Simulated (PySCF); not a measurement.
# SiH3 (silyl radical) at U-wB97X/cc-pVTZ

What is the vertical ionisation energy of SiH3 (silyl radical) at U-wB97X/cc-pVTZ? The job is set up through a Python script.

The calculation is run with PySCF 2.14.0.

2 further runs of the same task are left out: 2 set aside as unsound or not needed.

## 1. The structure to begin with

The species is SiH3 (4 atoms), meant as a doublet with charge 0. SMILES: `[SiH3]`. Geometry: relaxed at PBE0-D4/def2-TZVP.

Bond lengths: Si1–H2 1.486 Å, Si1–H3 1.486 Å, Si1–H4 1.486 Å. Angles: H2–Si1–H3 111.2°, H2–Si1–H4 111.2°, H3–Si1–H4 111.2°.

## 2. The energy at U-wB97X/cc-pVTZ

Input file run.py:

```python
# [SiH3]
from pyscf import gto, dft

mol = gto.Mole()
mol.atom = '''
Si   0.293780  -0.026900  -0.164030
H    0.559150   0.665300   1.123900
H   -0.224040  -1.401650   0.060130
H   -0.628890   0.763250  -1.019990
'''
mol.spin = 1
mol.basis = 'cc-pvtz'
mol.max_memory = 1860
mol.verbose = 3
mol.build()

myscf = dft.UKS(mol)
myscf.xc = 'wb97x'
myscf.grids.level = 5
myscf.conv_tol = 1e-10
myscf.kernel()
if not myscf.converged:
    myscf = myscf.newton().run(myscf.mo_coeff, myscf.mo_occ)

e_tot = myscf.e_tot
print(f'total energy: {e_tot:.8f} hartree')
```

The run is started by

```
$ OMP_NUM_THREADS=1 python run.py
```

Output:

```text
WARN: HOMO -0.155700899388183 >= LUMO -0.155700899388185

converged SCF energy = -291.229178011829  <S^2> = 0.75194534  2S+1 = 2.0019444
total energy: -291.22917801 hartree
```

It took 11 s on 1 thread of Arm Neoverse V1, shared host; peak memory 0.36 GiB.

## 3. The singlet cation at the same level

Input file job.py:

```python
from pyscf import gto, dft

molecule = gto.M(
    atom='''
Si       0.293780      -0.026900      -0.164030
H        0.559150       0.665300       1.123900
H       -0.224040      -1.401650       0.060130
H       -0.628890       0.763250      -1.019990
''',
    max_memory=1860,
    basis='cc-pvtz',
    charge=1,
    verbose=4,
)

ks = dft.RKS(molecule)
ks.xc = 'wb97x'
ks.grids.level = 5
ks.conv_tol = 1e-10
ks.kernel()
if not ks.converged:
    ks = ks.newton().run(ks.mo_coeff, ks.mo_occ)

e_final = ks.e_tot
print('E = %.10f Eh' % e_final)
```

The run is started by

```
$ OMP_NUM_THREADS=1 python job.py
```

Output:

```text
PySCF version 2.14.0

[INPUT] num. atoms = 4
[INPUT] num. electrons = 16
[INPUT] charge = 1
[INPUT] spin (= nelec alpha-beta = 2S) = 0
[INPUT] symmetry False subgroup None
[INPUT] Mole.unit = angstrom
[INPUT] Symbol           X                Y                Z      unit          X                Y                Z       unit  Magmom
[INPUT]  1 Si     0.293780000000  -0.026900000000  -0.164030000000 AA    0.555163740875  -0.050833632751  -0.309971776212 Bohr   0.0
[INPUT]  2 H      0.559150000000   0.665300000000   1.123900000000 AA    1.056640362551   1.257234790673   2.123863191399 Bohr   0.0
[INPUT]  3 H     -0.224040000000  -1.401650000000   0.060130000000 AA   -0.423374240948  -2.648734622497   0.113629231870 Bohr   0.0
[INPUT]  4 H     -0.628890000000   0.763250000000  -1.019990000000 AA   -1.188429862478   1.442333464574  -1.927501749795 Bohr   0.0

nuclear repulsion = 15.6032960131085
number of shells = 27
number of NR pGTOs = 107
number of NR cGTOs = 76
basis = cc-pvtz
ecp = {}

******** <class 'pyscf.dft.rks.RKS'> ********
method = RKS
initial guess = minao
damping factor = 0
level_shift factor = 0
DIIS = <class 'pyscf.scf.diis.CDIIS'>
diis_start_cycle = 1
diis_space = 8
diis_damp = 0
SCF conv_tol = 1e-10
SCF conv_tol_grad = None
SCF max_cycles = 50
direct_scf = True
direct_scf_tol = 1e-13
XC library pyscf.dft.libxc version 7.0.0
    S. Lehtola, C. Steigemann, M. J.T. Oliveira, and M. A.L. Marques.,  SoftwareX 7, 1–5 (2018)
XC functionals = wb97x
radial grids:
    Treutler-Ahlrichs [JCP 102, 346 (1995); DOI:10.1063/1.469408] (M4) radial grids

becke partition: Becke, JCP 88, 2547 (1988); DOI:10.1063/1.454033
pruning grids: <function nwchem_prune>
grids dens level: 5
symmetrized grids: False
atomic radii adjust function: <function treutler_atomic_radii_adjust>
small_rho_cutoff = 0
Set gradient conv threshold to 1e-05
Initial guess from minao.
tot grids = 114176
init E= -290.930503156892
  HOMO = -0.405511967204423  LUMO = -0.155700899388184  gap/eV = 6.79771
cycle= 1 E= -290.868617304141  delta_E= 0.0619  |g|= 0.295  |ddm|= 1.12
  HOMO = -0.76787619624591  LUMO = -0.385759455895281  gap/eV = 10.39793
cycle= 2 E= -290.903913345416  delta_E= -0.0353  |g|= 0.12  |ddm|= 0.345
  HOMO = -0.737584427350864  LUMO = -0.337963800928234  gap/eV = 10.87423
cycle= 3 E= -290.906077980232  delta_E= -0.00216  |g|= 0.0172  |ddm|= 0.0807
  HOMO = -0.729571282565941  LUMO = -0.32854484346618  gap/eV = 10.91249
cycle= 4 E= -290.906178464641  delta_E= -0.0001  |g|= 0.00305  |ddm|= 0.026
  HOMO = -0.729122013458861  LUMO = -0.328453612669508  gap/eV = 10.90274
cycle= 5 E= -290.906183640925  delta_E= -5.18e-06  |g|= 0.000237  |ddm|= 0.00635
  HOMO = -0.729178827869118  LUMO = -0.328455549531047  gap/eV = 10.90424
cycle= 6 E= -290.90618367855  delta_E= -3.76e-08  |g|= 5.49e-05  |ddm|= 0.000297
  HOMO = -0.729169364761485  LUMO = -0.32846039647097  gap/eV = 10.90385
cycle= 7 E= -290.906183681198  delta_E= -2.65e-09  |g|= 1.48e-05  |ddm|= 6.27e-05
  HOMO = -0.729171913907982  LUMO = -0.328462058741331  gap/eV = 10.90387
cycle= 8 E= -290.906183681404  delta_E= -2.06e-10  |g|= 1.64e-06  |ddm|= 2.53e-05
  HOMO = -0.729171944590786  LUMO = -0.328462207728763  gap/eV = 10.90387
cycle= 9 E= -290.906183681403  delta_E= 1.19e-12  |g|= 2.31e-07  |ddm|= 4.97e-06
  HOMO = -0.729171916158259  LUMO = -0.328462178383877  gap/eV = 10.90387
Extra cycle  E= -290.906183681404  delta_E= -1.82e-12  |g|= 7.72e-08  |ddm|= 4.18e-07
converged SCF energy = -290.906183681404
E = -290.9061836814 Eh
```

Run time: 7.5 s. Hardware: 1 thread of Arm Neoverse V1, shared host; peak memory 0.35 GiB.

## 4. What came out

Level: U-wB97X/cc-pVTZ.

| quantity | value |
| --- | --- |
| doublet SiH3: total energy | -291.22918 Eh |
| doublet SiH3: dipole moment | 0.00 D |
| doublet SiH3: HOMO energy (highest over α and β) | -8.55 eV |
| doublet SiH3: LUMO energy (lowest over α and β) | -1.22 eV |
| doublet SiH3: ⟨S²⟩ | 0.752 |
| singlet cation: total energy | -290.90618 Eh |
| singlet cation: HOMO energy | -19.84 eV |
| singlet cation: LUMO energy | -8.94 eV |
| singlet cation: HOMO–LUMO gap | 10.90 eV |
| vertical ionisation energy (to the singlet cation) | 8.789 eV |

In words: Removing an electron at fixed nuclei costs 8.79 eV (203 kcal/mol). Only the singlet of the ionised species was computed; a triplet could lie lower. Mulliken charges (singlet cation) run from +0.14 on H2 to +0.58 on Si1; they depend strongly on the basis.
